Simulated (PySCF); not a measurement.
From results back to the method.

C₅H₇Cl.
Z-matrix (Å and degrees, PBE0-D3(BJ)/def2-SVP geometry), rows numbered from 1:
```
C 
C   1  1.4882
C   2  1.4941  1  130.89
C   3  1.4937  2   60.00  1   125.53
C   4  1.4724  2   59.68  3  -121.98
Cl  5  1.7965  2  122.86  4  -111.87
H   1  1.1012  2  111.01  3    92.04
H   1  1.1009  2  110.71  3   -27.50
H   1  1.1007  2  111.13  3  -147.93
H   3  1.0975  2  119.46  4   108.18
H   3  1.0960  2  115.96  4  -107.21
H   4  1.0900  2  132.90  3   119.57
H   5  1.0943  2  117.21  4   108.51
```

The closed-shell ground state was solved 4 times with PySCF (density fitting, gas phase), always with PBE0, in these basis sets: 6-31G*, def2-SVP, def2-SVPD and def2-TZVP.

| row | total energy (Eh) | HOMO (eV) | LUMO (eV) | dipole (D) |
| --- | --- | --- | --- | --- |
| P | -654.5709 | -7.41 | 1.06 | 3.06 |
| Q | -654.2098 | -7.37 | 1.72 | 2.95 |
| R | -654.4698 | -7.28 | 1.48 | 3.20 |
| S | -654.2273 | -7.51 | 0.63 | 3.19 |

Task: Which basis belongs to which row?

Result: P = def2-TZVP, Q = def2-SVP, R = 6-31G*, S = def2-SVPD. From the lowest total energy up: def2-TZVP (234 functions) 0 eV; 6-31G* (102 functions) +2.75 eV; def2-SVPD (183 functions) +9.35 eV; def2-SVP (123 functions) +9.83 eV.
